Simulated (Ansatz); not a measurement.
# BS: the cost of one run

Computed with Ansatz 0.2.0, Gaussian basis. Level: the settings change from run to run.

## (1) What is computed

The geometry derives from a PBE0/def2-TZVP stationary point (not a proven minimum). One bond is set to the value named and the two fragments are kept rigid.

2 atoms, charge 1, spin multiplicity 3.

Atoms are counted from 1 here; the program's logs count them from 0.

Bond lengths: B1–S2 1.509 Å.

Coordinates:

```xyz
2
BS
B     0.0000    0.0000    0.0000
S     0.0000    0.0000    1.5090
```

## (2) CISD/cc-pVTZ

in.yaml reads:

```yaml
crystal:
  periodic: [false, false, false]
  atoms:
    - {symbol: B, position_ang: [0.000000, 0.000000, 0.000000]}
    - {symbol: S, position_ang: [0.000000, 0.000000, 1.509000]}
basis:
  gaussian: {orbitals: cc-pVTZ, fitting: {mean_field: def2-universal-jkfit}}
total_charge: 1
magnetization: {spin_polarized: false, initial_magnetization: 2}
correlation: {active_space: {ras: {orbitals: [3, 2, 53], electrons: 8, max_holes: 2, max_particles: 2}, fixed_orbitals: true}}
scf: {lower_state_search: full}
output: {forces: true}
```

Launch:

```console
$ ansatz run in.yaml --threads 1 --pin off --events-out ev --progress --plain --max-ram 2393MiB
```

Q: Estimate wall time and peak memory on 1 thread of Intel Xeon Platinum 8259CL at 2.50GHz, shared host.

About 11 s, with a peak of 0.38 GiB.
